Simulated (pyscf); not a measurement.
Optimised with ωB97X-D3(BJ)/def2-SVP in PySCF.

Question: `[OH][Si]([Cl])([Cl])[Cl]` + `[H]` [doublet] → `[Cl][Si]([Cl])[Cl]` [doublet] + `[OH2]`
Surface: doublet. Broken: O–Si. Formed: H–O. Give ΔE‡ and ΔE from ωB97M-D3(BJ)/def2-TZVP, relative to the separated reactants.

Answer: ΔE‡ = 30.7 kcal/mol, ΔE = +10.0 kcal/mol. Zero-point energy shifts the barrier by +0.7 kcal/mol. It is a substitution at O, with an imaginary mode of 1989i cm⁻¹. On the product side the descent ends in a complex, 5.5 kcal/mol under the separated species and 29.8 kcal/mol under the saddle at ωB97X-D3(BJ)/def2-TZVP. At ωB97X-D3(BJ)/def2-TZVP the barrier from the zero used here is 34.3 kcal/mol. The same reactants have a lower exit, to •O–Si(Cl)(Cl)–Cl + H₂ (barrier +21.2 kcal/mol at ωB97M-D3(BJ)/def2-TZVP, against +30.7 kcal/mol here). This is the saddle that the search found; another between the same sides may lie lower. The angle at the attacked O is 144°.
